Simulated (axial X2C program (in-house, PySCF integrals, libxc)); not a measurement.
## Low determinants of LiC⁺ at the PBE0 level, 2c

Calculated with an axial X2C code built on PySCF integrals. Two-component (2c) means X2C with spin–orbit coupling and atomic mean-field two-electron Coulomb and Gaunt terms. Basis: C dyall-v3z [7s6p2d1f], Li dyall-v3z [7s8p2d] (cores contracted in-house); Gaussian nuclei, density fitting, unrestricted open shells. Masses: C 12.000 u, Li 7.016 u.

Search at 2.301 Å (vertical energies from the lowest determinant):

```
ΔE (eV)  state  electrons beyond evenly filled partner blocks  electrons in ±ω = 1/2, 3/2, 5/2, 7/2
   0.00  Ω = 2                               ω = 1/2, ω = 3/2                               7 1 0 0
   0.45  Ω = 1                                    2 × ω = 1/2                               8 0 0 0
   0.45  Ω = 1                              ω = -1/2, ω = 3/2                               7 1 0 0
   1.18  Ω = 0                                           none                               8 0 0 0
   2.02  Ω = 0                                           none                               6 2 0 0
```

Lowest determinant, Ω = 2 (⟨Sz⟩ = 1.00, ⟨Lz⟩ = 1.00 at PBE0): Re = 2.288 Å, ωe = 328.1 cm⁻¹.

The determinant in row 2 of the search, Ω = 1 (⟨Sz⟩ = 0.00, ⟨Lz⟩ = 1.00 at PBE0), was followed along the bond at PBE0; measured from the minimum of the lowest determinant it gives:

Te = 0.446 eV (3600 cm⁻¹), Re = 2.325 Å, ωe = 310.7 cm⁻¹.

Compare the bond of the determinant in row 2 with that of the lowest one.

At PBE0 its Re is 0.037 Å longer and its force constant, which goes as ωe², is 0.90 times that of the lowest determinant. This determinant mixes spin states, so it has no term energy of its own.

The search compares states at one distance, so a state with another bond length can lie lower; it is not exhaustive and yields mostly the lowest determinant of each block pattern, so other components and higher states of one pattern are missing. A followed state lies above the atoms to which the lowest one dissociates. These are energies of single determinants, not of spin-adapted states; PBE0 term energies can be off by some tenths of an eV, and the functional has no current term. Open-shell Ω = 0 determinants with evenly filled partner blocks cannot be reached by this program, so the Ω shown need not be the lowest component. The lowest determinant need not be the ground state where others lie within half an eV.
